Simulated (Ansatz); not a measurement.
**C2H4F2O2: one species, many methods**

An exercise on one series of results from a longer session: the logs are not shown, and one member is left open.

Program: Ansatz 0.2.0, Gaussian basis. Level of theory: functionals in def2-TZVPP, the program's frozen cores in correlated methods. These are calculated values, not measurements.

Levels to be run: LDA (SPW92), PBE-D4, revPBE-D4, BLYP-D4, r2SCAN-D4, B97M-V, PBE0-D4, B3LYP-D4, r2SCANh-D4, r2SCAN0-D4, HSE06-D4, BHLYP-D4, CAM-B3LYP-D4, LC-ωPBE, ωB97X-V, ωB97M-V, B2PLYP, PBE-QIDH; CCSD(T)/def2-SVP; CCSD(T)/def2-TZVPP; MP2/def2-QZVPP; extrapolation to the limit; RPA on PBE.

### The geometry

All runs share one geometry, relaxed beforehand with PBE0-D4 in a triple-zeta def2 set.

SMILES `COC(O)(F)F`, 10 atoms, charge 0, spin multiplicity 1.

Atoms are counted from 1 here; the program's logs count them from 0.

Bond lengths: C1–O2 1.423 Å, C1–H7 1.092 Å, C1–H8 1.088 Å, C1–H9 1.091 Å, O2–C3 1.353 Å, C3–O4 1.346 Å, C3–F5 1.362 Å, C3–F6 1.345 Å, O4–H10 0.963 Å. Angles: O2–C1–H7 110.7°, O2–C1–H8 105.8°, O2–C1–H9 110.9°, H7–C1–H8 109.6°, H7–C1–H9 110.0°, H8–C1–H9 109.8°, C1–O2–C3 115.9°, O2–C3–O4 110.2°, O2–C3–F5 110.3°, O2–C3–F6 112.1°, O4–C3–F5 110.9°, O4–C3–F6 108.2°, F5–C3–F6 105.0°, C3–O4–H10 107.9°.

The first run:

File in.yaml:

```yaml
crystal:
  periodic: [false, false, false]
  atoms:
    - {symbol: C, position_ang: [-0.459633, -1.112458, 0.735516]}
    - {symbol: O, position_ang: [0.379454, -0.501045, -0.238085]}
    - {symbol: C, position_ang: [0.277892, 0.844158, -0.345413]}
    - {symbol: O, position_ang: [1.095550, 1.297202, -1.313610]}
    - {symbol: F, position_ang: [-1.013440, 1.201749, -0.591880]}
    - {symbol: F, position_ang: [0.598257, 1.469062, 0.801735]}
    - {symbol: H, position_ang: [-0.255872, -0.707429, 1.728457]}
    - {symbol: H, position_ang: [-0.213059, -2.171460, 0.715567]}
    - {symbol: H, position_ang: [-1.512171, -0.972637, 0.483977]}
    - {symbol: H, position_ang: [1.186322, 0.601754, -1.973165]}
basis:
  gaussian: {orbitals: def2-TZVPP}
hamiltonian: {xc: lda}
output: {orbitals: {seedname: orbitals}}
```

Steps of the session up to this table: LDA; PBE-D4 (GGA); revPBE-D4 (GGA); BLYP-D4 (GGA); r2SCAN-D4 (meta-GGA); B97M-V (meta-GGA); PBE0-D4 (hybrid); B3LYP-D4 (hybrid); r2SCANh-D4 (hybrid); r2SCAN0-D4 (hybrid); HSE06-D4 (hybrid); BHLYP-D4 (hybrid); CAM-B3LYP-D4 (range-separated); LC-ωPBE (range-separated); ωB97X-V (range-separated); ωB97M-V (range-separated); B2PLYP (double hybrid); PBE-QIDH (double hybrid).

One table of the session follows, with a row left open; its other results are not shown here.

It belongs to the step «Frontier levels by functional». 

```
  functional  HOMO (eV)  LUMO (eV)  gap (eV)
 LDA (SPW92)      -7.55       0.06      7.61
      PBE-D4      -7.37       0.20      7.57
   revPBE-D4      -7.29       0.26      7.56
     BLYP-D4      -7.31       0.12      7.43
   r2SCAN-D4      -7.77       0.98      8.75
      B97M-V      -7.92       0.51      8.43
     PBE0-D4          ?          ?         ?
    B3LYP-D4      -8.89       0.70      9.59
  r2SCANh-D4      -8.43       1.26      9.69
  r2SCAN0-D4      -9.42       1.64     11.06
    HSE06-D4      -8.72       0.75      9.47
    BHLYP-D4     -10.86       1.73     12.60
CAM-B3LYP-D4     -10.67       1.86     12.53
     LC-ωPBE     -12.00       3.27     15.26
     ωB97X-V     -11.66       3.06     14.73
     ωB97M-V     -11.59       2.56     14.15
```

**Question.** Estimate the row for PBE0-D4.

**Answer.** HOMO (eV): -9.13; LUMO (eV): 1.12; gap (eV): 10.26. In the column «HOMO (eV)» it lies between r2SCAN0-D4 (-9.42) and B3LYP-D4 (-8.89).
